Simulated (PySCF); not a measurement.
C4H7S (doublet state).
SMILES with atom numbers: `[CH3:1][C@H:2]1[CH:3][S:4][CH2:5]1` (hydrogens: H6, H7, H8 on C1; H9 on C2; H10 on C3; H11, H12 on C5)

Cartesian coordinates in Å at the GFN2-xTB level; atoms count from 1:
```
atom  x, y, z in Å
C1     1.4063   -0.1886   -0.1671
C2     0.0277    0.1014    0.4218
C3    -0.6169    1.3549   -0.0633
S4    -2.1175    0.6676   -0.5719
C5    -1.1072   -0.7901   -0.1106
H6     1.3726   -0.1320   -1.2529
H7     1.7423   -1.1815    0.1244
H8     2.1237    0.5439    0.1946
H9     0.1005    0.0445    1.5181
H10   -0.4764    2.3710    0.2434
H11   -1.6078   -1.4144    0.6251
H12   -0.8461   -1.3773   -0.9876
```

Computed with UKS B3LYP, pcH-1 on C H S, non-relativistic, mean-field spin-orbit, GIAO (PySCF). Geometry: GFN2-xTB; no solvent, vibrations or thermal averaging. The geometry wasn't refined by DFT: couplings that depend on bond lengths, twists or pyramidal angles can differ widely from those at the functional's own minimum. No stability test was run, so a lower SCF solution isn't excluded.

(1) Give the principal g shifts and their parts.

(2) What are the electron Larmor frequencies g μB B/h along the three axes at 350 mT?

(3) At 33.901 GHz, how far is the centre of the isotropic spectrum from where a free electron (g = 2.002319) resonates?

(4) Average each term over the three axes. Which is largest in size?

(5) In a frozen sample, at which fields do the three g values resonate at 9.5, 34, 94 and 263 GHz (hyperfine left aside), and which band first spreads them over more than twice a line width of 1.0 mT?

Answers

(1) 
```
                    Δg (ppt)      1      2      3
relativistic mass correction  -0.17  -0.17  -0.17
            gauge correction   0.01   0.03   0.04
   orbital Zeeman/spin–orbit  -0.61   0.91   7.72
                       total  -0.78   0.78   7.59
```

So g = 2.00154, 2.00309, 2.00991 and g_iso = 2.00485; the tensor is rhombic: the two nearest values differ by 19 % of g3 − g1. 

(2) 9.8049, 9.8125, 9.8459 GHz for g1, g2 and g3, a range of 41.0 MHz.

(3) B = hν/(g μB) with μB/h = 13.99624 MHz/mT gives 1209.67 mT for the free electron and 1208.15 mT at g_iso, 1.53 mT lower.

(4) The orbital-Zeeman/spin–orbit term 2.67, the mass correction -0.17 and the gauge correction 0.03 ppt, for a total of 2.53 ppt. The orbital-Zeeman/spin–orbit term is the largest in size. The mass correction is the same along every axis, so the anisotropy comes from the other two: their spans along these axes are 0.03 (gauge) and 8.33 ppt (orbital Zeeman/spin–orbit).

(5) 
```json
{"band": "X", "GHz": "9.5", "B(g3) mT": "337.70", "B(g2) mT": "338.85", "B(g1) mT": "339.12", "spread mT": "1.41"}
{"band": "Q", "GHz": "34.0", "B(g3) mT": "1208.63", "B(g2) mT": "1212.74", "B(g1) mT": "1213.68", "spread mT": "5.05"}
{"band": "W", "GHz": "94.0", "B(g3) mT": "3341.49", "B(g2) mT": "3352.86", "B(g1) mT": "3355.46", "spread mT": "13.96"}
{"band": "J", "GHz": "263.0", "B(g3) mT": "9349.07", "B(g2) mT": "9380.86", "B(g1) mT": "9388.14", "spread mT": "39.07"}
```

The spread grows in proportion to the frequency. Q band is the first where it exceeds 2.0 mT.

The largest Mulliken spin populations are on C3 (+0.82) and S4 (+0.20). The angles at C3 add up to 353.4°, so it is slightly pyramidal.

The HOMO–LUMO gaps are 4.56 eV among the α and 5.89 eV among the β orbitals.
